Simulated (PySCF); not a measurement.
## A thermochemical cycle for O2

CCSD(T) in PySCF with def2-TZVPPD on every atom, for the lowest determinant that a PBE0 search found; no spin–orbit coupling. O2, a triplet (π ↑↑), has De = 4.94 eV to neutral atoms, and O₂⁺, a doublet (π ↑), has De = 6.34 eV to O⁺ + O.

The adiabatic ionisation energy of O2, between the minima, is 11.96 eV.

**Question.** Which ionisation energy of the O atom does this level give?

**Answer.** IE(O) = IE(molecule) + De(ion) − De(neutral) = 11.96 + 6.34 − 4.94 = 13.36 eV; the measured value is 13.618 eV (NIST ASD).

Correlated steps freeze 2 core orbitals. States were picked by a PBE0 search and need not be the measured ground states.
